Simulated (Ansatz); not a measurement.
Relaxed structures of C2H3N, singlet (PBE0-D4/def2-TZVP; forces vanish, vibrations not checked; lower isomers may exist, and structures with a doubtful reference or unclear bonds are left out; Å). Computed with Ansatz 0.2.0 (basis: def2-TZVPP); correlated methods freeze the cores.

Q: Rank them by CCSD(T) energy, lowest first, and give each one's height above the lowest. Links in brackets join atoms within 1.22 times the sum of their covalent radii (1.1 for two metals). (To be estimated.)
A.
C₂H₃N ([C][N][CH3])
```
6
angstrom
C -0.7086 -1.3444 -0.4384
N -0.0912 -0.4032 -0.1417
C 0.6563 0.7366 0.2171
H 0.3009 1.6040 -0.3408
H 1.7110 0.5751 -0.0096
H 0.5472 0.9308 1.2849
```
B.
C₂H₃N (C1=NC1)
```
6
angstrom
C -0.5839 -0.5086 -0.2783
N 0.4217 -1.0704 0.1952
C 0.3836 0.4562 0.1834
H -1.5324 -0.7719 -0.7282
H 1.0492 0.9507 -0.5181
H 0.2618 0.9439 1.1461
```
C.
C₂H₃N (C1=CN1)
```
6
angstrom
C -0.5946 -0.5243 -0.2450
N 0.3177 -1.2321 0.7161
C 0.1292 0.2374 0.4670
H -1.3893 -0.7756 -0.9220
H 1.1461 -1.5316 0.1942
H 0.4564 1.1669 0.8937
```

A: By the calculation: A (0.000 eV), B (1.047 eV), C (2.535 eV). Heights count from the lowest.

T1 diagnostic: at most 0.014. The restricted Hartree–Fock reference is unstable towards an unrestricted one at one or more of these structures.

For scale, one of the runs: CCSD(T)/def2-TZVPP, 135 basis functions, launched by `ansatz run in.yaml --threads 2 --pin off --events-out ev --progress --plain --max-ram 4352MiB`. Time: 6.5 s of wall clock on 2 CPU threads of an Arm Neoverse V2; the host was shared. Peak host memory: 0.74 GiB.
